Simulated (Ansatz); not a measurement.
System: CH$_{4}$N, charge 0, doublet. CH4N (SMILES N[CH2], doublet).
B3LYP-D3(BJ)/def2-TZVP minimum from Ansatz (a program for electronic structure):
```xyz
6

C      0.1231     0.7206    -0.0043
N     -0.0884    -0.6546     0.0035
H     -0.4969    -1.0305     0.8459
H     -0.5248    -1.0357    -0.8225
H      0.4664     1.1652     0.9184
H      0.4354     1.1594    -0.9407
```
Charge 0, spin multiplicity 2.

Hartree-Fock and CCSD(T) correlation energies in hartree (Ansatz). Radicals and triplets start from unrestricted determinants; spin-orbit coupling is neglected. Cores are frozen in correlated methods. No relativity.

```csv
basis,X,E(HF),"E(corr, CCSD(T))"
cc-pVTZ,3,-94.63037,-0.40781
cc-pVQZ,4,-94.63793,-0.43045
cc-pV5Z,5,-94.64012,withheld
```

Q: Fit E(corr) = E∞ + A/X³ to X = 3 and 4, predict X = 5, and compare with the run.

A: A = (-0.40781 - (-0.43045))/(1/27 - 1/64) = 1.0573; E∞ = -0.43045 - A/64 = -0.44697; at X = 5, E∞ + A/125 = -0.43851. The run gave -0.43784, 0.67 mEh above the prediction. The same form on X = 4 and 5 gives E∞ = -0.44559, 1.38 mEh above the first estimate.
